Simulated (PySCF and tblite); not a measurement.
The numbers below are computed, except where a source is named.
C3H8S, numbered as in [CH3:1][CH2:2][S:3][CH3:4].

Free energies: PBE0-D3(BJ)/def2-TZVP on PBE0-D3(BJ)/def2-SVP structures plus GFN2-xTB thermal terms, symmetry and mirror images included. Conformers within 4 kcal/mol (GFN2-xTB free energy) were kept, 5 at most. (PySCF 2.14, tblite 0.8.)

Torsions listed: C1–C2–S3–C4. Of a mirror pair one member is shown.

```
conformer  shape   symmetry  E(GFN2) kcal/mol
        1   -70°  C1 (pair)              0.00
        2   180°         Cs              0.81
```

Question: Which of these conformers is the most populated at 298.15 K, and with what share?

Answer: Conformer 1, about 65 %. The lead over the next is within the error of the method.

Question: Give the DFT energies and free energies relative to the lowest, and all weights.

Answer: 
| conformer | shape | E(DFT) kcal/mol | G(298.15 K) kcal/mol | weight % |
| --- | --- | --- | --- | --- |
| 1 | -70° | 0.00 | 0.00 | 65.1 |
| 2 | 180° | 0.09 | 0.37 | 34.9 |

Question: How does its share change from 150 K to 400 K?

Answer: From 66 % to 65 %; the mixing entropy goes from 2.18 to 2.18 cal/(mol K).
